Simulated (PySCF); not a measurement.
Compound: C3H5S (charge -1).
SMILES with atom numbers: `[S-:1][CH:2]1[CH2:3][CH2:4]1` (hydrogens: H5 on C2; H6, H7 on C3; H8, H9 on C4)

Computed by this run: PBE0-D3(BJ)/def2-SVP geometry optimisation, gas phase (PySCF); density fitting, grid level 1; the optimiser is geomeTRIC in internal coordinates, started from a GFN2-xTB structure with every atom displaced at random (about 0.03 Å).

Step 0: E = -14013.7181 eV
```
atom  x, y, z in Å  |  force x, y, z in eV/Å
S1      2.2964   -0.1546   -0.6627   -0.587  -0.030   0.151
C2      0.7504   -0.0577    0.3022    2.219  -1.251  -1.366
C3     -0.5611   -0.7307   -0.1611    1.622   1.815   0.616
C4     -0.3340    0.7829   -0.0912   -3.060  -0.393   2.388
H5      0.9630   -0.1099    1.3498   -0.174  -0.090   1.143
H6     -1.1267   -1.2261    0.5884   -0.926  -0.495   0.802
H7     -0.4742   -1.1912   -1.1122    0.056  -0.564  -1.113
H8     -0.9535    1.3068    0.6747    0.330  -0.246  -0.015
H9     -0.4005    1.3231   -0.9640    0.519   1.253  -2.607
```

Step 1: E = -14014.0468 eV
```
atom  x, y, z in Å  |  force x, y, z in eV/Å
S1      2.2732   -0.1625   -0.6918   -0.316   0.022   0.054
C2      0.7741   -0.0630    0.3005    0.980  -0.528  -0.267
C3     -0.5309   -0.7221   -0.1504    0.625   0.425   0.254
C4     -0.3720    0.7839   -0.0788   -1.339   0.370  -0.012
H5      0.9691   -0.1323    1.3812   -0.228   0.055   0.124
H6     -1.1557   -1.2010    0.6126   -0.124  -0.114  -0.126
H7     -0.4387   -1.2008   -1.1293   -0.157  -0.049   0.023
H8     -0.9817    1.2861    0.6952    0.184  -0.067   0.004
H9     -0.3775    1.3541   -1.0153    0.377  -0.113  -0.053
```

Step 2: E = -14014.0998 eV
```
atom  x, y, z in Å  |  force x, y, z in eV/Å
S1      2.2477   -0.1547   -0.7127   -0.020   0.022  -0.031
C2      0.7836   -0.0655    0.3006    0.292  -0.217   0.044
C3     -0.5155   -0.7198   -0.1412    0.219   0.081   0.084
C4     -0.3926    0.7820   -0.0762   -0.467   0.256  -0.232
H5      0.9563   -0.1246    1.3913   -0.106   0.039  -0.035
H6     -1.1612   -1.2089    0.6041    0.017  -0.039  -0.123
H7     -0.4370   -1.1983   -1.1244   -0.126   0.001   0.078
H8     -0.9821    1.2860    0.7039    0.045   0.028   0.033
H9     -0.3394    1.3463   -1.0215    0.145  -0.172   0.181
```

Question: Estimate the geometry and energy of step 3. (The exact step hangs on the optimiser's Hessian estimate; all steps are aligned on step 2, rigid shifts and turns removed.)

Answer: E = -14014.1122 eV, largest force 0.132 eV/Å
```
atom  x, y, z in Å  |  force x, y, z in eV/Å
S1      2.2402   -0.1422   -0.7237    0.041   0.012  -0.006
C2      0.7881   -0.0684    0.3015   -0.030  -0.046   0.053
C3     -0.5087   -0.7203   -0.1355    0.055  -0.003  -0.011
C4     -0.4042    0.7806   -0.0760   -0.057   0.081  -0.087
H5      0.9444   -0.1174    1.3955   -0.007   0.003  -0.047
H6     -1.1588   -1.2225    0.5967    0.033   0.005  -0.031
H7     -0.4509   -1.1950   -1.1211   -0.053   0.000   0.030
H8     -0.9792    1.2945    0.7074    0.007   0.030  -0.004
H9     -0.3112    1.3334   -1.0208    0.012  -0.082   0.104
```

The energy changes by -0.0123 eV. The first-order estimate −F·Δx gives -0.0215 eV and the mean of the old and new forces, exact on a quadratic surface, -0.0125 eV. The step makes an angle of 57° with the force vector and moves no atom by more than 0.031 Å.

What follows is the cost of the whole optimisation. Time: 15 s; peak memory 0.34 GiB. Hardware: an Arm Neoverse V1 with one thread, shared host with 32 logical CPUs at a one-minute load of 18.
